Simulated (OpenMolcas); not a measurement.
A ladder of methods for AlO (oxoaluminum)

AlO: 2 atoms, total charge 0, spin state doublet. As SMILES, `[O]=[Al]`. Geometry: a GFN2-xTB relaxation, a rough one for these elements and not checked as a minimum.

```xyz
2

O     0.0000    0.0000    0.0000
Al    0.0000    0.0000    1.5700
```

Quantity: the energy change with the O1–Al2 bond stretched from 1.570 to 2.835 Å, in eV. The values are calculated.

| level | kind | program | value (eV) | less FCI/STO-3G | CPU time (all runs) |
| --- | --- | --- | --- | --- | --- |
| ROHF/STO-3G | Hartree–Fock | OpenMolcas | 4.46 | +0.22 | 5.2 s |
| UHF/STO-3G | Hartree–Fock | OpenMolcas | 2.59 | -1.65 | 3.3 s |
| USVWN5/STO-3G | LDA | OpenMolcas | 5.12 | +0.88 | 10 s |
| UPBE/STO-3G | GGA | OpenMolcas | 4.54 | +0.30 | 7.9 s |
| UM06-2X/STO-3G | hybrid meta-GGA | OpenMolcas | 4.32 | +0.08 | 56 s |
| CASPT2(3,3)/STO-3G | multireference | OpenMolcas | 4.00 | -0.24 | 3.4 s |
| CASSCF(3,3)/STO-3G | multireference | OpenMolcas | 3.49 | -0.75 | 3.7 s |
| ROCCSD(T)/STO-3G | coupled cluster or CI | OpenMolcas | 4.17 | -0.07 | 5.7 s |
| FCI/STO-3G | exact in the basis | OpenMolcas | 4.24 | 0.00 | 4.1 s |

FCI/STO-3G is exact within its basis and frozen core, so for wave-function methods in that basis the difference is their error; functionals converge differently with the basis, so for them it is only a difference. The first shape isn't each level's own minimum. The values span 2.59 to 5.12 eV. Spin contamination of the reference (⟨S²⟩ at least 0.1 too high) touches UHF/STO-3G, USVWN5/STO-3G, UPBE/STO-3G, UM06-2X/STO-3G. All rows use very small basis sets, so even the best lies far from the true value. CPU times are rough (shared hosts, several kinds of processor): they show what a rung costs within a factor of a few.
